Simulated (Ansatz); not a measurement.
Species: disilane, Si$_{2}$H$_{6}$, charge 0, multiplicity 1. 
Geometry from a B3LYP-D3(BJ)/def2-TZVP (Ansatz, a quantum-chemistry and plane-wave program) optimisation:
SMILES: [SiH3][SiH3]
```xyz
8

Si     0.0002    -0.0110     1.1721
Si    -0.0002     0.0110    -1.1721
H     -0.0004     1.3752     1.6997
H     -1.2040    -0.7120     1.6803
H      1.2055    -0.7108     1.6798
H      0.0004    -1.3752    -1.6997
H     -1.2055     0.7108    -1.6798
H      1.2040     0.7120    -1.6803
```
Charge 0, spin multiplicity 1.

Property: atomisation energy (electronic, to ground-state atoms), in kcal/mol. Valence correlation only, unless marked. Open shells are spin-unrestricted. Spin-orbit coupling is left out. Non-relativistic. The coupled-cluster limit lacks core correlation, which all-electron functionals hold. Basis-set limits of correlation are two-point, X^-3; Hartree-Fock from the larger set. [CCSD(T)-MP2]/basis is that difference in the basis named.

| level | program | atomisation energy (kcal/mol) |
|---|---|---|
| HF/def2-SVP | Ansatz | 412.0 |

**Question.** Estimate the value at RI-MP2/CBS(def2-TZVPPD,def2-QZVPPD)+[CCSD(T)-MP2]/def2-TZVPPD as computed with Ansatz.

**Answer.** 536.6 kcal/mol, so HF/def2-SVP differs from it by -124.6 kcal/mol.
